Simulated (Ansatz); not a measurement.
Two isomers of C4H4O2: A = `C#CCC(=O)O`, B = `C=C1OCC1=O`.

Calculated with Ansatz (gas phase, PBE0-D4/def2-TZVP geometries, no zero-point term in ΔE). CBS: MP2 limit from def2 TZ/QZ plus the TZ coupled-cluster correction, frozen cores. Functionals use def2-TZVPP. B3LYP here is the variant with VWN-RPA as its local correlation; programs differ in this. Each species was taken in one conformer, which may not be the lowest.

**Question.** Which isomer does CCSD(T)/CBS put lower? Give the gap. (Estimate.)

**Answer.** Computed: A, by 56.5 kJ/mol.

**Question.** Give E(B) − E(A) in kJ/mol with BLYP-D4, HF/def2-TZVPP, B3LYP, B3LYP-D4, PBE-D4, B2PLYP, r2SCAN-D4. (Best estimate.)

**Answer.** Ansatz gave: BLYP-D4 38.8, HF/def2-TZVPP 67.7, B3LYP 45.0, B3LYP-D4 43.0, PBE-D4 23.8, B2PLYP 54.4, r2SCAN-D4 34.9. None reverses the order clearly.

**Question.** Does the order hold for the free energy at 298.15 K (harmonic terms from PBE0-D4)? (Estimate.)

**Answer.** Computed: Yes: G(B) − G(A) = +63.1 kJ/mol, for one conformer each. Modes under 60 cm⁻¹, often nearly free rotors, make the harmonic entropy too high.

Largest T1 diagnostic: 0.015.

Leaving LDA and LC-ωPBE aside and taking each functional with its dispersion term where it has one, the values, not all of them listed here, spread over 33.3 kJ/mol, from revPBE-D4 to B2PLYP. LDA lies −5.3 kJ/mol from PBE without D4. From PBE to PBE0 (25 % exact exchange), in def2-TZVPP and without D4, E(B) − E(A) moves by +5.9 kJ/mol.
